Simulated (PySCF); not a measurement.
Some computed properties have been withheld. Give your best values.

Species: 3-methoxy-1-propanol, C₄H₁₀O₂.
SMILES: `COCCCO`

Conformer (atom-mapped SMILES and torsion angles): `[CH3:1][O:2][CH2:3][CH2:4][CH2:5][OH:6]`: C1–O2–C3–C4 -178°, O2–C3–C4–C5 62°, C3–C4–C5–O6 178°, H–O6–C5–C4 65°.

```json
{"property": "point group", "level": "PBE0-D3(BJ)/def2-SVP", "value": "?"}
{"property": "rotational constants A, B, C", "level": "PBE0-D3(BJ)/def2-SVP", "value": "?"}
{"property": "dipole moment", "level": "CAM-B3LYP/def2-SVPD", "value": "2.22 D"}
{"property": "HOMO energy", "level": "CAM-B3LYP/def2-SVPD", "value": "-8.95 eV"}
{"property": "LUMO energy", "level": "CAM-B3LYP/def2-SVPD", "value": "?"}
{"property": "lowest singlet excitation", "level": "TDDFT CAM-B3LYP/def2-SVPD", "value": "?"}
{"property": "strongest line among the 6 lowest singlet transitions", "level": "TDDFT CAM-B3LYP/def2-SVPD", "value": "?"}
{"property": "static isotropic polarisability", "level": "CAM-B3LYP/def2-SVPD", "value": "?"}
{"property": "electronic spatial extent ⟨r²⟩ about the centre of nuclear charge", "level": "CAM-B3LYP/def2-SVPD", "value": "879 bohr²"}
```

Gas-phase values; electronic properties from PySCF, density fitting. Geometry: PBE0-D3(BJ)/def2-SVP, one conformer, isolated molecule.

Task: The point group?

Result: C1.

Task: Give the rotational constants A, B, C.

Result: 10.663, 1.471, 1.378 GHz.

Task: Give the LUMO energy.

Result: 1.33 eV.

Task: Give the strongest line among the 6 lowest singlet transitions.

Result: S2 at 7.20 eV (172 nm, f = 0.036).

Task: The static isotropic polarisability?

Result: 61.5 au.

Task: The lowest singlet excitation?

Result: 6.99 eV (177 nm, f = 0.007).

In wavenumbers S1 is 56300 cm⁻¹ (1 eV = 8065.54 cm⁻¹). The polarisability is 9.11 Å³ as a volume (1 au = 0.148185 Å³), or 1.23 au for each of the 50 electrons. The rotational constants make it an asymmetric top with κ = (2B − A − C)/(A − C) = -0.98, nearer the prolate limit (−1).
